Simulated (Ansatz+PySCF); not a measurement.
singlet C2H6O: levels of theory in one basis

```yaml
atoms:
  - { symbol: O, position_ang: [0.0000, 0.0000, -0.6241] }
  - { symbol: C, position_ang: [0.0000, 1.2539, 0.2031] }
  - { symbol: C, position_ang: [0.0000, -1.2539, 0.2031] }
  - { symbol: H, position_ang: [0.0000, 2.1831, -0.5359] }
  - { symbol: H, position_ang: [-0.9668, 1.3315, 0.9068] }
  - { symbol: H, position_ang: [0.9668, 1.3315, 0.9068] }
  - { symbol: H, position_ang: [0.0000, -2.1831, -0.5359] }
  - { symbol: H, position_ang: [0.9668, -1.3315, 0.9068] }
  - { symbol: H, position_ang: [-0.9668, -1.3315, 0.9068] }
```

Basis set: def2-SVP (spherical functions). Correlated methods keep 3 orbitals frozen. Charge 0, multiplicity 1.

Computed with Ansatz (development build ahead of 0.2.0); each method stands on the lowest determinant of its kind that the runs found.

```tsv
method	E − E(RHF) (eV)	<S²> of the determinant
RHF	0.00	0.00
RHF-MP2	-13.31	–
RHF-CCSD	-14.41	–
```

Task: What does RHF-CCSD(T) give on the same scale?

Result: -14.81 eV.

Task: Is a single determinant a sound starting point here?

Result: By this sign, yes. Unrestricted orbitals gain 0.00 eV and <S²> is 0.00 against 0.00 for a pure state.
